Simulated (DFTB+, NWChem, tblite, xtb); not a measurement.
**How methods differ on C2H7P (SMILES CPC)**

C2H7P has 10 atoms, charge 0, and is taken as a singlet. SMILES: `CPC`. The coordinates come from a PBE0-D4/def2-TZVP relaxation.

```xyz
10

C    -0.9399    0.5627   -0.9122
P     0.6417    0.8520   -0.0101
C     0.6499   -0.6107    1.1122
H    -1.0452   -0.4618   -1.2747
H    -1.0035    1.2489   -1.7590
H    -1.7735    0.7871   -0.2430
H     1.5091    0.3168   -1.0014
H    -0.0908   -0.4549    1.8998
H     1.6274   -0.6932    1.5911
H     0.4248   -1.5470    0.5974
```

Each level gives the dipole moment (D). The values are calculated.

```json
{"level": "DFTB1", "kind": "semi-empirical", "program": "DFTB+", "value (D)": "0.53"}
{"level": "DFTB2", "kind": "semi-empirical", "program": "DFTB+", "value (D)": "0.39"}
{"level": "GFN1-xTB", "kind": "semi-empirical", "program": "tblite", "value (D)": "1.41"}
{"level": "GFN0-xTB", "kind": "semi-empirical", "program": "xtb", "value (D)": "1.09"}
{"level": "M06-L/6-311+G**", "kind": "meta-GGA", "program": "NWChem", "value (D)": "1.23"}
{"level": "BHLYP/6-311+G**", "kind": "global hybrid", "program": "NWChem", "value (D)": "1.32"}
{"level": "M06-2X/6-311+G**", "kind": "hybrid meta-GGA", "program": "NWChem", "value (D)": "1.31"}
{"level": "PBE0/6-311+G**", "kind": "global hybrid", "program": "NWChem", "value (D)": "1.40"}
{"level": "wB97X/6-311+G**", "kind": "range-separated hybrid", "program": "NWChem", "value (D)": "1.38"}
```

The values span 0.39 to 1.41 D. Magnitudes only: a small dipole may point the other way at some levels.
